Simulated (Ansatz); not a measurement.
# NaSiH2+ (SMILES [Na][SiH2+]): one structure at several levels

An exercise on one series of results from a longer session: the logs are not shown, and one member is left open.

The runs use Ansatz 0.2.0, Gaussian basis; single points in def2-TZVPP.

Correlated methods freeze the cores. The outer core shell of Li, Na, Mg and K is correlated.

**The starting structure**

SMILES `[Na][SiH2+]`, 4 atoms, charge 1, spin multiplicity 1.

Atoms are counted from 1 here; the program's logs count them from 0.

Bond lengths: Na1–Si2 2.960 Å, Si2–H3 1.507 Å, Si2–H4 1.539 Å. Angles: Na1–Si2–H3 129.2°, Na1–Si2–H4 128.8°, H3–Si2–H4 102.0°.

As a file:

```xyz
4
H2NaSi
Na   -2.51930    1.16910   -0.29400
Si    0.15040   -0.07240    0.00840
H     0.66020   -1.38040   -0.53840
H     1.36360    0.43290    0.80890
```

The first run:

run/in.yaml reads:

```yaml
crystal:
  periodic: [false, false, false]
  atoms:
    - {symbol: Na, position_ang: [-2.519300, 1.169100, -0.294000]}
    - {symbol: Si, position_ang: [0.150400, -0.072400, 0.008400]}
    - {symbol: H, position_ang: [0.660200, -1.380400, -0.538400]}
    - {symbol: H, position_ang: [1.363600, 0.432900, 0.808900]}
basis:
  gaussian: {orbitals: def2-TZVPP}
total_charge: 1
correlation: {method: ccsd_t}
output: {forces: true}
```

The command line of these runs was not kept.

Steps of the session up to this table: CCSD(T)/def2-TZVPP; PBE0-D4/def2-TZVPP; wB97M-V/def2-TZVPP; r2SCAN-D4/def2-TZVPP; PBE-D4/def2-TZVPP; wB97X-V/def2-TZVPP; BHLYP-D4/def2-TZVPP.

One table of the session follows, with a row left open; its other results are not shown here.

| method | RMS force component (eV/Å) | angle to CCSD(T) forces (°) |
| --- | --- | --- |
| CCSD(T) | 0.301 | reference |
| PBE0-D4 | 0.252 | 8.4 |
| wB97M-V | 0.327 | 3.9 |
| r2SCAN-D4 | ? | ? |
| PBE-D4 | 0.181 | 29.4 |
| wB97X-V | 0.296 | 2.9 |
| BHLYP-D4 | 0.380 | 7.2 |

Q: Estimate the row for r2SCAN-D4 from the others.

**Answer.** RMS force component (eV/Å): 0.261; angle to CCSD(T) forces (°): 8.2. In the column «RMS force component (eV/Å)» it lies between PBE0-D4 (0.252) and wB97X-V (0.296).
